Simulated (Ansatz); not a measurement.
# C₂HO radical (SMILES [CH]=C=O): molecular dynamics

The task is to watch the atoms for 30 steps of 0.25 fs, started with velocities for 1000 K and run at constant energy.

The runs use Ansatz 0.2.0, Gaussian basis; Hartree-Fock/def2-SVP, unrestricted.

**1. Starting geometry**

SMILES `[CH]=C=O`, 4 atoms, charge 0, spin multiplicity 2.

Atoms are counted from 1 here; the program's logs count them from 0.

Bond lengths: C1–C2 1.249 Å, C1–H4 1.047 Å, C2–O3 1.178 Å. Angles: C2–C1–H4 174.3°, C1–C2–O3 178.3°.

Coordinates:

```xyz
4
charge 0, multiplicity 2
C    -0.17176    0.57265   -0.27681
C     0.13161   -0.50829    0.27136
O     0.39605   -1.51902    0.81476
H    -0.35589    1.45467   -0.80931
```

**2. Dynamics**

The input, md/in.yaml:

```yaml
crystal:
  periodic: [false, false, false]
  atoms:
    - {symbol: C, position_ang: [-0.171760, 0.572650, -0.276810]}
    - {symbol: C, position_ang: [0.131610, -0.508290, 0.271360]}
    - {symbol: O, position_ang: [0.396050, -1.519020, 0.814760]}
    - {symbol: H, position_ang: [-0.355890, 1.454670, -0.809310]}
basis:
  gaussian: {orbitals: def2-SVP}
magnetization: {spin_polarized: true, initial_magnetization: 1}
hamiltonian: {xc: hf}
md: {n_steps: 30, timestep: 0.25, temperature: 1000, ensemble: nve, seed: 268, initial_velocities: maxwell_boltzmann}
```

Launch:

```sh
> ansatz run in.yaml --threads 2 --pin off --events-out ev --progress --plain --max-ram 3481MiB
```

Before running it: what results should come out? Wanted: temperature at the start; mean temperature, second half; lowest and highest potential energy, from the first frame; largest change of potential + kinetic.

The runs gave:

| quantity | value |
| --- | --- |
| length | 30 steps, 7.5 fs |
| temperature at the start | 1000 K |
| mean temperature, second half | 379 K |
| lowest and highest potential energy, from the first frame | 0 and 184 meV |
| largest change of potential + kinetic | 0.2 meV |

What this shows: With no thermostat the total energy should stay fixed; it holds within 0.2 meV, small beside the kinetic energy, so the time step serves. The instant temperature ranges from 288 to 1000 K, as energy passes between motion and strain. No bond breaks or forms, judged by distance.
